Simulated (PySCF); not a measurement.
Coordinates in bohr (charge 0 multiplicity 2):
```
S     0.1209    0.2230    0.4581
O     2.6859    0.0042   -0.3886
O    -1.5732    2.1680   -0.4219
O    -1.1670   -2.4744   -0.1001
H    -2.9830   -2.2444   -0.1105
```

Method: UPBE0 in PySCF with S def2-TZVP, O def2-TZVP, H def2-TZVP; no relativity; density-fitted integrals.

This geometry of SO2(OH) is a stationary point at this level.

**Question.** What is the point group?

**Answer.** C1.

**Question.** Is it a minimum?

**Answer.** Yes: all harmonic wavenumbers are real.

**Question.** Which band is strongest in the infrared?

**Answer.** 1366 cm⁻¹ (a), 169 km/mol.

**Question.** What is the atomisation energy, with and without zero-point energy?

**Answer.** 1639 kJ/mol without, 1579 kJ/mol with.

Only a few start shapes were tried, so a lower isomer may exist.
